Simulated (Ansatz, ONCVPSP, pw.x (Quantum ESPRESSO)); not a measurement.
## What a changed setting does to a pw.x run (diamond Si)

Potential: optimised norm-conserving Vanderbilt (ONCV), ONCVPSP 4.0.1.1 (patched build), PBE; core [Ne], reference 3s1 3p3; waves: 3s: rc 1.45 bohr, ncon 3, nbas 7, qcut 4.5 1/bohr, 2 projectors, debl 2.5 Ha; 3p: rc 2.20 bohr, ncon 3, nbas 7, qcut 4.4 1/bohr, 1 projector; d scattering state at 0.03 Ha: rc 2.05 bohr, ncon 4, nbas 8, qcut 4.5 1/bohr, 3 projectors, debl 0.7 Ha; local part: polynomial inside 1.10 bohr (lpopt 5, dvloc0 0 Ha); core correction: Teter function fitted to the true core (icmod 2), fcfact 0.65.

The reference run (k-mesh 8³, cutoffs 50/200 Ry, Fermi–Dirac 0.01 Ry, mixing_beta 0.4, conv_thr 1e-9, no spin) gives -0.91 GPa at 20.463 Å³/atom, where all-electron LAPW gives -0.05 GPa. This run, with its own iteration cap, changes smearing to mv.

```
&control
  calculation='scf', prefix='x', pseudo_dir='./', outdir='./tmp', tstress=.true., disk_io='none'
/
&system
  ibrav=0, nat=2, ntyp=1, ecutwfc=50, ecutrho=200, nbnd=11,
  occupations='smearing', smearing='mv', degauss=0.01
/
&electrons
  conv_thr=1e-09, mixing_beta=0.4, electron_maxstep=60
/
ATOMIC_SPECIES
Si 1.0 Si.UPF
CELL_PARAMETERS angstrom
  0.00000000 2.73520428 2.73520428
  2.73520428 0.00000000 2.73520428
  2.73520428 2.73520428 0.00000000
ATOMIC_POSITIONS crystal
Si 0.0000 0.0000 0.0000
Si 0.2500 0.2500 0.2500
K_POINTS automatic
8 8 8 0 0 0
```

```bash
pw.x < Si.scf.in > Si.scf.out
```

Q: How does the run end?

A: It converges in 13 iterations; the free energy moves by +0.5 meV/atom and the pressure by +0.02 GPa. The result is that of the reference run. This scheme is built to cancel the term in the square of the width that Fermi–Dirac smearing leaves in the F of a metal.

```
Message from routine setup:
     using ibrav=0 with symmetry is DISCOURAGED, use correct ibrav instead
     lattice parameter (alat)  =       7.3098  a.u.
     unit-cell volume          =     276.1823 (a.u.)^3
     number of electrons       =         8.00
     number of Kohn-Sham states=           11
     kinetic-energy cutoff     =      50.0000  Ry
     charge density cutoff     =     200.0000  Ry
     scf convergence threshold =      1.0E-09
     Exchange-correlation= PBE
     number of k points=    29  Marzari-Vanderbilt smearing, width (Ry)=  0.0100
     iteration #  1     ecut=    50.00 Ry     beta= 0.40
     total energy              =     -20.61366518 Ry
     estimated scf accuracy    <       0.09922869 Ry
     iteration #  2     ecut=    50.00 Ry     beta= 0.40
     total energy              =     -20.60670692 Ry
     estimated scf accuracy    <       0.02798364 Ry
     iteration #  3     ecut=    50.00 Ry     beta= 0.40
     total energy              =     -20.61055257 Ry
     estimated scf accuracy    <       0.00013096 Ry
     iteration #  4     ecut=    50.00 Ry     beta= 0.40
     c_bands:  1 eigenvalues not converged
     c_bands:  3 eigenvalues not converged
     c_bands:  2 eigenvalues not converged
     c_bands:  1 eigenvalues not converged
     c_bands:  1 eigenvalues not converged
     c_bands:  1 eigenvalues not converged
     [... 12 repeated lines left out ...]
     total energy              =     -20.61337543 Ry
     estimated scf accuracy    <       0.00007306 Ry
     iteration #  5     ecut=    50.00 Ry     beta= 0.40
     [... 4 repeated lines left out ...]
     total energy              =     -20.61341841 Ry
     estimated scf accuracy    <       0.00001430 Ry
     iteration #  6     ecut=    50.00 Ry     beta= 0.40
     [... 3 repeated lines left out ...]
     total energy              =     -20.61339737 Ry
     estimated scf accuracy    <       0.00010364 Ry
     iteration #  7     ecut=    50.00 Ry     beta= 0.40
     total energy              =     -20.61339648 Ry
     estimated scf accuracy    <       0.00001888 Ry
     iteration #  8     ecut=    50.00 Ry     beta= 0.40
     total energy              =     -20.61339897 Ry
     estimated scf accuracy    <       0.00000107 Ry
     iteration #  9     ecut=    50.00 Ry     beta= 0.40
     total energy              =     -20.61340076 Ry
     estimated scf accuracy    <       0.00000036 Ry
     iteration # 10     ecut=    50.00 Ry     beta= 0.40
     total energy              =     -20.61340076 Ry
     estimated scf accuracy    <       0.00000018 Ry
     iteration # 11     ecut=    50.00 Ry     beta= 0.40
     total energy              =     -20.61340068 Ry
     estimated scf accuracy    <       0.00000034 Ry
     iteration # 12     ecut=    50.00 Ry     beta= 0.40
     total energy              =     -20.61340049 Ry
     estimated scf accuracy    <       0.00000001 Ry
     iteration # 13     ecut=    50.00 Ry     beta= 0.40
     the Fermi energy is     6.3884 ev
!    total energy              =     -20.61340049 Ry
     estimated scf accuracy    <          9.1E-10 Ry
     smearing contrib. (-TS)   =       0.00000021 Ry
     The total energy is F=E-TS. E is the sum of the following terms:
     one-electron contribution =       4.81743817 Ry
     hartree contribution      =       1.12001737 Ry
     xc contribution           =      -9.87600214 Ry
     ewald contribution        =     -16.67485410 Ry
     convergence has been achieved in  13 iterations
          total   stress  (Ry/bohr**3)                   (kbar)     P=       -8.90
     Message from routine punch:
     Nothing written, as per user request (disk_io='none')
```

The run took about 15 s on one core of a shared host (Neoverse-V2, 32 threads, 247 GiB, load 13).
